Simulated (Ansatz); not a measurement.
# NaNH₂: taking an electron away

Aim: the vertical ionisation energy of NaNH₂, as cation minus neutral at the neutral's geometry, on several levels, and how well −ε(HOMO) stands in for it.

Computed with Ansatz 0.2.0, Gaussian basis. Level: unrestricted cation, the program's frozen cores in correlated methods.

Plan: UKS PBE-D4/def2-TZVPP; UKS r2SCAN-D4/def2-TZVPP; UKS PBE0-D4/def2-TZVPP; UKS B3LYP-D4/def2-TZVPP; UKS wB97X-V/def2-TZVPP; UKS wB97M-V/def2-TZVPP; UKS B2PLYP/def2-TZVPP; UHF-CCSD(T)/def2-TZVPP; UHF-CCSD(T)/def2-QZVPP; extrapolation to the limit; then −ε(HOMO) from the neutral's earlier runs with LDA (SPW92), PBE-D4, revPBE-D4, BLYP-D4, r2SCAN-D4, B97M-V, PBE0-D4, B3LYP-D4, r2SCANh-D4, r2SCAN0-D4, HSE06-D4, BHLYP-D4, CAM-B3LYP-D4, LC-ωPBE, ωB97X-V, ωB97M-V.

**1. The relaxed structure**

All runs share one geometry, relaxed beforehand with PBE0-D4 in a triple-zeta def2 set.

SMILES `[NH2][Na]`, 4 atoms, charge 0, spin multiplicity 1.

Atoms are counted from 1 here; the program's logs count them from 0.

Bond lengths: N1–Na2 2.077 Å, N1–H3 1.014 Å, N1–H4 1.014 Å. Angles: Na2–N1–H3 126.9°, Na2–N1–H4 126.9°, H3–N1–H4 104.6°.

**2. Cation, UKS PBE-D4/def2-TZVPP**

The input, in.yaml:

```yaml
crystal:
  periodic: [false, false, false]
  atoms:
    - {symbol: N, position_ang: [-0.188622, 0.052310, -0.066187]}
    - {symbol: Na, position_ang: [1.635829, -0.199817, 0.892948]}
    - {symbol: H, position_ang: [-1.024535, -0.509182, 0.056513]}
    - {symbol: H, position_ang: [-0.367172, 0.596389, -0.903574]}
basis:
  gaussian: {orbitals: def2-TZVPP}
total_charge: 1
magnetization: {spin_polarized: true, initial_magnetization: 1}
hamiltonian: {xc: pbe, dispersion: d4}
```

Further steps of the session: Cation, UKS r2SCAN-D4/def2-TZVPP; Cation, UKS PBE0-D4/def2-TZVPP; Cation, UKS B3LYP-D4/def2-TZVPP; Cation, UKS wB97X-V/def2-TZVPP; Cation, UKS wB97M-V/def2-TZVPP; Cation, UKS B2PLYP (frozen core)/def2-TZVPP; Cation, UHF-CCSD(T)/def2-TZVPP; Cation, UHF-CCSD(T)/def2-QZVPP.

**Question.** What will the summary of the whole plan be? Wanted: ionisation energy, CCSD(T)/CBS; nearest functional by difference; nearest −ε(HOMO); −ε(HOMO) of PBE; T1 of the cation.

**Answer**, as computed:

| quantity | value |
| --- | --- |
| ionisation energy, CCSD(T)/CBS | 6.53 eV |
| nearest functional by difference | B3LYP-D4 (-0.03 eV) |
| nearest −ε(HOMO) | LC-ωPBE (+0.17 eV) |
| −ε(HOMO) of PBE | 2.84 eV |
| T1 of the cation | 0.007 |

**Reading.** Energy differences with functionals land within 0.27 eV of the reference. −ε(HOMO) of PBE misses by 3.7 eV, since self-interaction lifts the level. Among orbital estimates LC-ωPBE comes nearest. Hartree-Fock falls 1.85 eV short, as the neutral has more correlation energy than the cation. Correlated methods include outer-core shells of Na, which these sets cover unevenly.
